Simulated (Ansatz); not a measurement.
# 1,4-dioxane (C₄H₈O₂): up Jacob's ladder to CCSD(T)

Aim: compute 1,4-dioxane (C₄H₈O₂) with functionals from several rungs and with coupled cluster, and see how far each lands from CCSD(T) at the basis-set limit for the atomisation energy.

Method: functionals in def2-TZVPP, the program's frozen cores in correlated methods; program: Ansatz 0.2.0, Gaussian basis.

Levels to be run: PBE-D4, r2SCAN-D4, PBE0-D4, B3LYP-D4, ωB97X-V, ωB97M-V, B2PLYP; CCSD(T)/def2-TZVPP; MP2/def2-QZVPP; extrapolation to the limit.

## (1) The geometry

All runs share one geometry, relaxed beforehand with PBE0-D4 in a triple-zeta def2 set.

14 atoms, charge 0, spin multiplicity 1.

Atoms are counted from 1 here; the program's logs count them from 0.

Bond lengths: C1–C2 1.512 Å, C1–O6 1.411 Å, C1–H7 1.101 Å, C1–H8 1.092 Å, C2–O3 1.411 Å, C2–H9 1.101 Å, C2–H10 1.092 Å, O3–C4 1.411 Å, C4–C5 1.512 Å, C4–H11 1.092 Å, C4–H12 1.101 Å, C5–O6 1.411 Å, C5–H13 1.092 Å, C5–H14 1.101 Å. Angles: C2–C1–O6 110.8°, C2–C1–H7 109.5°, C2–C1–H8 110.9°, O6–C1–H7 109.9°, O6–C1–H8 107.1°, H7–C1–H8 108.7°, C1–C2–O3 110.8°, C1–C2–H9 109.5°, C1–C2–H10 110.9°, O3–C2–H9 109.9°, O3–C2–H10 107.1°, H9–C2–H10 108.7°, C2–O3–C4 110.4°, O3–C4–C5 110.8°, O3–C4–H11 107.1°, O3–C4–H12 109.9°, C5–C4–H11 110.9°, C5–C4–H12 109.5° and more.

## (2) PBE-D4 (GGA)

in.yaml reads:

```yaml
crystal:
  periodic: [false, false, false]
  atoms:
    - {symbol: C, position_ang: [-0.879334, -0.049939, 1.067040]}
    - {symbol: C, position_ang: [-1.150505, 0.744478, -0.190759]}
    - {symbol: O, position_ang: [-0.507627, 0.157841, -1.301238]}
    - {symbol: C, position_ang: [0.879493, 0.050078, -1.066963]}
    - {symbol: C, position_ang: [1.150462, -0.744654, 0.190631]}
    - {symbol: O, position_ang: [0.507777, -0.157894, 1.301175]}
    - {symbol: H, position_ang: [-1.322630, -1.052838, 0.970763]}
    - {symbol: H, position_ang: [-1.314333, 0.442776, 1.939406]}
    - {symbol: H, position_ang: [-0.797087, 1.778129, -0.055700]}
    - {symbol: H, position_ang: [-2.219502, 0.766361, -0.413863]}
    - {symbol: H, position_ang: [1.314734, -0.442153, -1.939473]}
    - {symbol: H, position_ang: [1.322560, 1.053034, -0.970165]}
    - {symbol: H, position_ang: [2.219430, -0.767094, 0.413788]}
    - {symbol: H, position_ang: [0.796551, -1.778114, 0.055358]}
basis:
  gaussian: {orbitals: def2-TZVPP}
hamiltonian: {xc: pbe, dispersion: d4}
output: {forces: true, orbitals: {seedname: orbitals}}
```

On the command line:

```sh
ansatz run in.yaml --threads 2 --pin off --events-out ev --progress --plain --max-ram 32768MiB --backend cuda --devices 0, --max-vram 18GiB
```

After this run come: r2SCAN-D4 (meta-GGA); PBE0-D4 (hybrid); B3LYP-D4 (hybrid); ωB97X-V (range-separated); ωB97M-V (range-separated); B2PLYP (double hybrid); CCSD(T) in def2-TZVPP; MP2 in def2-QZVPP.

**Question.** What will the summary of the whole plan be? Wanted: atomisation energy, CCSD(T)/CBS; farthest; mean size of error, hybrid; mean size of error, range-separated; gap, smallest and largest; T1 diagnostic; triples share of the correlation energy.

As calculated:

| quantity | value |
| --- | --- |
| atomisation energy, CCSD(T)/CBS | 5670.3 kJ/mol |
| functionals within 28.4 kJ/mol (0.5 %) | r2SCAN-D4, B3LYP-D4, ωB97X-V, ωB97M-V |
| farthest | PBE-D4 (+158.0 kJ/mol) |
| mean size of error, hybrid | 23.9 kJ/mol |
| mean size of error, range-separated | 18.6 kJ/mol |
| gap, smallest and largest | 6.20 eV (PBE-D4), 12.88 eV (ωB97X-V) |
| T1 diagnostic | 0.0112 |
| triples share of the correlation energy | 3.8 % |

In words: PBE-D4 is off by +158.0 kJ/mol. Double hybrids carry the basis error of their MP2 part in triple zeta, and no dispersion term here, so their miss is partly the set-up's. The reference freezes the cores and leaves out relativity and excitations past (T), so misses under about 28.4 kJ/mol can't be ranked. Hartree-Fock recovers 72 % of the binding; the rest is correlation. Orbital gaps span 6.2 to 12.9 eV; exact exchange widens them.
